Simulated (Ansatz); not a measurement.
A made-up structure of CH3OS, doublet:

```csv
atom,x (Å),y (Å),z (Å)
C1,-0.6353,0.0021,-1.1045
O2,-0.4644,-0.8872,-0.1688
S3,1.3057,0.5260,2.0413
H4,-1.2990,-0.2508,-2.1164
H5,-0.1396,1.1087,-0.9984
H6,1.2326,-0.4988,2.3468
```

It is relaxed with PBE-D4/def2-SVP and then PBE0-D4/def2-TZVP (Ansatz 0.2.0). Atoms count as bonded within 1.22 times the sum of their covalent radii (H–H: 0.88 Å). The end point is not checked to be a true minimum.

**Question.** Does its bonding change? (Judge from chemistry; the calculation decides.)

**Answer.** Computed: No: no bond forms or breaks.

Where it ends: The first stage lowers the energy by 2.49 eV in 26 steps. It ends as a complex of CH₂O ([CH2][O]) + HS:
C1  (-0.571, 0.001, -0.984)
O2  (-0.681, -0.671, 0.003)
S3  (0.860, 0.618, 1.995)
H4  (-1.117, -0.249, -1.913)
H5  (0.078, 0.896, -1.008)
H6  (1.430, -0.596, 1.908)
(Å)

Labels in which every atom is bracketed show which atoms are joined, not bond orders.

For scale, one of the runs: PBE0-D4/def2-TZVP relaxation, 117 basis functions, launched by `ansatz run in.yaml --threads 2 --pin off --events-out ev --progress --plain --max-ram 4352MiB`. Hardware: 2 CPU threads of an Arm Neoverse V1, shared host. Wall time about 56 s.
